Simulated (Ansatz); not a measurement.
in.yaml

```yaml
crystal:
  periodic: [false, false, false]
  atoms:
    - {symbol: Ge, position_ang: [0.000000, -0.171481, 1.304403]}
    - {symbol: Ge, position_ang: [0.000000, 0.730925, -0.806524]}
    - {symbol: Si, position_ang: [0.000000, -1.446940, -1.287709]}
basis:
  gaussian: {orbitals: cc-pVTZ}
total_charge: 1
magnetization: {spin_polarized: false, initial_magnetization: 1}
correlation: {method: ccsdt_q, electrons: outside_noble_gas}
```

```sh
$ ansatz run in.yaml --threads 2 --pin off --events-out ev --progress --plain --max-ram 24576MiB --backend cuda --devices 0, --max-vram 18GiB
```

The program prints:

```
1405 factors; integrals over basis functions are off by at most 1.7e-7 eV
mean field evaluation 1: about -120801.1892 eV, gradient 1.4e1 eV
mean field evaluation 2: about -120801.4948 eV, gradient 1.3e1 eV
mean field evaluation 4: about -120802.2371 eV, gradient 2.2e0 eV
mean field evaluation 8: about -120802.2841 eV, gradient 4.4e-1 eV
mean field evaluation 16: about -120802.3130 eV, gradient 2.3e-1 eV
mean field evaluation 32: about -120802.3347 eV, gradient 3.1e-3 eV
mean field evaluation 64: about -120802.3319 eV, gradient 1.4e-1 eV
mean field evaluation 96: about -120802.1059 eV, gradient 2.7e0 eV
mean field evaluation 128: about -120798.4072 eV, gradient 1.5e1 eV
mean field evaluation 160: about -120802.3338 eV, gradient 2.7e-1 eV
...
cycle  29  -8.70330217 eV  change   -1.4e-6 eV  update   6.1e-6
cycle  30  -8.70330427 eV  change   -2.1e-6 eV  update   4.8e-6
cycle  31  -8.70330611 eV  change   -1.8e-6 eV  update   3.6e-6
cycle  32  -8.70330530 eV  change    8.0e-7 eV  update   2.9e-6
cycle  33  -8.70330878 eV  change   -3.5e-6 eV  update   2.5e-6
cycle  34  -8.70330962 eV  change   -8.4e-7 eV  update   1.8e-6
cycle  35  -8.70331135 eV  change   -1.7e-6 eV  update   1.4e-6
cycle  36  -8.70331193 eV  change   -5.8e-7 eV  update   1.0e-6
cycle  37  -8.70331218 eV  change   -2.6e-7 eV  update   7.3e-7
cycle  38  -8.70331237 eV  change   -1.8e-7 eV  update   4.8e-7
perturbative correction -0.09493782 eV, -0.0034889007 hartree
Total energy: -120811.13299510 eV, -4439.7272488427 hartree
```

Ran on 2 threads of AMD EPYC 7R13 with a shared H100 80 GB, shared host: 51 s wall, 1.2 GiB peak host memory.
